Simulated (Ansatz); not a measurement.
in.yaml

```yaml
crystal:
  periodic: [false, false, false]
  atoms:
    - {symbol: Br, position_ang: [0.000000, 0.000000, -1.686667]}
    - {symbol: H, position_ang: [0.000000, 0.000000, -0.157667]}
    - {symbol: Cl, position_ang: [0.000000, 0.000000, 1.844333]}
basis:
  gaussian: {orbitals: cc-pVTZ}
magnetization: {spin_polarized: false, initial_magnetization: 1}
correlation: {method: bccd_t, electrons: outside_noble_gas}
```

```sh
$ ansatz run in.yaml --threads 2 --pin off --events-out ev --progress --plain --max-ram 16896MiB --backend cuda --devices 0, --max-vram 18GiB
```

Output:

```
557 factors; integrals over basis functions are off by at most 7.3e-4 eV
mean field evaluation 1: about -82515.2473 eV, gradient 2.0e1 eV
mean field evaluation 2: about -82515.2491 eV, gradient 2.0e1 eV
mean field evaluation 4: about -82517.4178 eV, gradient 1.9e1 eV
mean field evaluation 8: about -82518.8626 eV, gradient 4.1e-1 eV
mean field evaluation 16: about -82513.9646 eV, gradient 3.8e1 eV
mean field evaluation 32: about -82518.8641 eV, gradient 2.9e-4 eV
mean field evaluation 64: about -82516.8531 eV, gradient 1.1e-3 eV
mean field evaluation 96: about -82518.8269 eV, gradient 2.0e0 eV
mean field evaluation 128: about -82518.7848 eV, gradient 1.1e-3 eV
mean field evaluation 160: about -82512.9131 eV, gradient 5.6e-1 eV
mean field evaluation 192: about -82518.7847 eV, gradient 8.6e-2 eV
mean field evaluation 224: about -82518.1264 eV, gradient 8.3e0 eV
mean field evaluation 256: about -82513.0270 eV, gradient 5.7e0 eV
mean field evaluation 288: about -82516.2686 eV, gradient 1.7e1 eV
mean field evaluation 320: about -82516.7788 eV, gradient 8.8e-5 eV
mean field -82518.86410141 eV, -3032.5123224319 hartree, gradient 8.0e-6 eV, S^2 0.750000; 14 other end points of the search recorded, 0 dependent functions left out
mean field evaluation 352: about -82519.0176 eV, gradient 3.7e-1 eV
mean field evaluation 384: about -82518.9587 eV, gradient 1.2e-2 eV
determinant -82518.86410141 eV, -3032.5123224319 hartree, with singles and doubles -82529.33888858 eV, -3032.8972637603 hartree
determinant -82518.78483536 eV, -3032.5094094580 hartree, with singles and doubles -82529.33598832 eV, -3032.8971571778 hartree
determinant -82516.85306126 eV, -3032.4384180693 hartree, with singles and doubles -82527.47898521 eV, -3032.8289135720 hartree
determinant -82516.77881078 eV, -3032.4356894148 hartree, with singles and doubles -82527.95476224 eV, -3032.8463980556 hartree
determinant -82518.86410141 eV, -3032.5123224319 hartree, with singles and doubles -82529.33930099 eV, -3032.8972789161 hartree
determinant -82518.78483536 eV, -3032.5094094580 hartree, with singles and doubles -82529.33649915 eV, -3032.8971759505 hartree
19 core orbitals not correlated: weight in the atoms' cores, before any rotation towards them, 1.000 or more for the frozen orbitals, at most 0.000 for the correlated occupied ones
reference -82518.78483536 eV, -3032.5094094580 hartree; 8, 7 occupied and 64, 65 virtual orbitals, 557 factors
second order -9.36533808 eV of doubles, -0.10017624 eV of singles
cycle   1  -10.55193852 eV  change   -2.7e-4 eV  update   4.9e-3
cycle   2  -10.55018468 eV  change    1.8e-3 eV  update   1.9e-3
cycle   3  -10.54903425 eV  change    1.2e-3 eV  update   1.2e-3
cycle   4  -10.54890170 eV  change    1.3e-4 eV  update   4.7e-4
cycle   5  -10.54910413 eV  change   -2.0e-4 eV  update   1.6e-4
cycle   6  -10.54911149 eV  change   -7.4e-6 eV  update   8.3e-5
cycle   7  -10.54910949 eV  change    2.0e-6 eV  update   3.7e-5
cycle   8  -10.54910856 eV  change    9.3e-7 eV  update   1.7e-5
perturbative correction -0.37217282 eV, -0.0136770990 hartree
Total energy: -82529.70611674 eV, -3032.9107591463 hartree
```

The determinant lies 0.08 eV above the lowest one of its kind in the log.

Ran on 2 threads of AMD EPYC 7R13 with a shared H100 80 GB, shared host: 4.6 s wall, 0.84 GiB peak host memory.
